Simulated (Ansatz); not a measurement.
Consider the homolysis of the C–Cl bond: `CC(C)Cl` → `C[CH]C`• + Cl•.

Program: Ansatz. Geometries: PBE0-D4/def2-TZVP. ΔE: electronic, gas phase. CBS: MP2 limit from def2 TZ/QZ plus the TZ coupled-cluster correction, frozen cores. This one scheme is used for every species, atoms too. Functionals use def2-TZVPP. HSE06 is defined as in plane-wave codes. No spin–orbit coupling; open shells (•) take unrestricted orbitals. Spin–orbit coupling would lower the free atoms: a little for Cl.

`CC(C)Cl`:

Z-matrix (Å, degrees):
```
C
C 1 1.511
H 1 1.090 2 111.3
H 1 1.092 2 110.6 3 120.7
H 1 1.094 2 109.5 3 -120.0
C 2 1.511 1 113.3 3 -179.5
Cl 2 1.804 1 109.2 3 -57.5
H 2 1.091 1 110.2 3 56.5
H 6 1.092 2 110.6 1 58.8
H 6 1.094 2 109.5 1 -60.5
H 6 1.090 2 111.3 1 179.5
```

`C[CH]C`•:

Cartesian coordinates in Å:
```
C -0.419 -0.222 -1.203
C -0.151 -0.547 0.216
C 0.426 0.468 1.128
H -0.954 0.731 -1.302
H -1.010 -0.995 -1.698
H 0.512 -0.107 -1.782
H -0.175 -1.584 0.531
H -0.103 1.425 1.047
H 0.393 0.149 2.172
H 1.480 0.683 0.890
```

```json
{"level": "BLYP-D4", "ΔE (kJ/mol)": "346.1", "difference from CCSD(T)/CBS": "-27.9"}
{"level": "r2SCAN-D4", "ΔE (kJ/mol)": "350.2", "difference from CCSD(T)/CBS": "-23.8"}
{"level": "r2SCANh-D4", "ΔE (kJ/mol)": "346.8", "difference from CCSD(T)/CBS": "-27.2"}
{"level": "r2SCAN0-D4", "ΔE (kJ/mol)": "342.0", "difference from CCSD(T)/CBS": "-32.0"}
{"level": "HSE06-D4", "ΔE (kJ/mol)": "361.1", "difference from CCSD(T)/CBS": "-12.9"}
{"level": "PBE-QIDH", "ΔE (kJ/mol)": "365.9", "difference from CCSD(T)/CBS": "-8.1"}
{"level": "PBE", "ΔE (kJ/mol)": "362.7", "difference from CCSD(T)/CBS": "-11.3"}
{"level": "PBE0", "ΔE (kJ/mol)": "354.6", "difference from CCSD(T)/CBS": "-19.4"}
{"level": "LC-ωPBE", "ΔE (kJ/mol)": "346.6", "difference from CCSD(T)/CBS": "-27.4"}
{"level": "MP2/def2-SVP", "ΔE (kJ/mol)": "355.9", "difference from CCSD(T)/CBS": "-18.1"}
{"level": "CCSD/def2-SVP", "ΔE (kJ/mol)": "325.8", "difference from CCSD(T)/CBS": "-48.2"}
{"level": "HF/def2-TZVPP", "ΔE (kJ/mol)": "225.3", "difference from CCSD(T)/CBS": "-148.7"}
{"level": "CCSD/def2-TZVPP", "ΔE (kJ/mol)": "343.3", "difference from CCSD(T)/CBS": "-30.7"}
{"level": "HF/CBS(def2)", "ΔE (kJ/mol)": "225.4", "difference from CCSD(T)/CBS": "-148.6"}
{"level": "MP2/CBS(def2)", "ΔE (kJ/mol)": "401.9", "difference from CCSD(T)/CBS": "27.9"}
{"level": "CCSD/CBS(def2)", "ΔE (kJ/mol)": "359.0", "difference from CCSD(T)/CBS": "-15.0"}
{"level": "CCSD(T)/CBS", "ΔE (kJ/mol)": "374.0", "difference from CCSD(T)/CBS": "0"}
```

Problem. What do rigid-rotor, harmonic-oscillator terms from PBE0-D4/def2-TZVP frequencies (298.15 K, 1 bar) make of the CCSD(T)/CBS value? (Best estimate.)

Solution. The calculation gave: ΔZPE = -17.7 kJ/mol, ΔH = +362.4 kJ/mol, ΔS = 160 J/(mol·K), ΔG = +314.8 kJ/mol. Open shells count their whole term as degenerate.

Largest T1 diagnostic among the species: 0.011.

At CCSD(T), def2-SVP lies −37.8 kJ/mol from the extrapolated value and def2-TZVPP −15.7 kJ/mol: correlation converges slowly with the basis, and small sets miss more of it in the bonded molecule than in its fragments. From r2SCAN to r2SCAN0 (25 % exact exchange), in def2-TZVPP and without D4, ΔE moves by −8.5 kJ/mol: exact exchange takes away binding that semilocal exchange gives to molecules.

CCSD(T)/CBS has its own doubt, a few kJ/mol and more with outer-core shells, so smaller differences from it don't rank the levels.
